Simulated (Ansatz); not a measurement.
# How methods differ on PH3S (SMILES [PH3]=S)

The species is PH3S (5 atoms), meant as a singlet with charge 0. SMILES: `[PH3]=S`. The shape is that of a GFN2-xTB optimisation.

```xyz
5

P     0.0079   -0.0066    0.0077
S     1.2617   -0.9411    1.1113
H    -1.1668    0.4619    0.5945
H    -0.5325   -0.6766   -1.0892
H     0.4297    1.1624   -0.6243
```

Quantity: the energy change with the P1–H3 bond stretched from 1.394 to 1.743 Å, in eV. The values are calculated.

| level | kind | program | value (eV) | less FCI/STO-3G |
| --- | --- | --- | --- | --- |
| PBE/STO-3G (restricted) | GGA | Ansatz | 0.53 | -0.15 |
| revPBE/STO-3G (restricted) | GGA | Ansatz | 0.50 | -0.18 |
| r2SCAN/STO-3G (restricted) | meta-GGA | Ansatz | 0.64 | -0.04 |
| B3LYP/STO-3G (restricted) | global hybrid | Ansatz | 0.68 | 0.00 |
| CAM-B3LYP/STO-3G (restricted) | range-separated hybrid | Ansatz | 0.83 | +0.15 |
| B2PLYP/STO-3G (restricted) | double hybrid | Ansatz | 0.79 | +0.11 |
| MP2/STO-3G (restricted) | perturbation theory | Ansatz | 0.92 | +0.24 |
| CCSD/STO-3G (restricted) | coupled cluster or CI | Ansatz | 0.74 | +0.06 |
| CCSDT(Q)/STO-3G (restricted) | coupled cluster or CI | Ansatz | 0.68 | 0.00 |
| FCI/STO-3G | exact in the basis | Ansatz | 0.68 | 0.00 |

FCI/STO-3G is exact within its basis and frozen core, so for wave-function methods in that basis the difference is their error; functionals converge differently with the basis, so for them it is only a difference. The first shape isn't each level's own minimum. The values span 0.50 to 0.92 eV. All rows use very small basis sets, so even the best lies far from the true value.
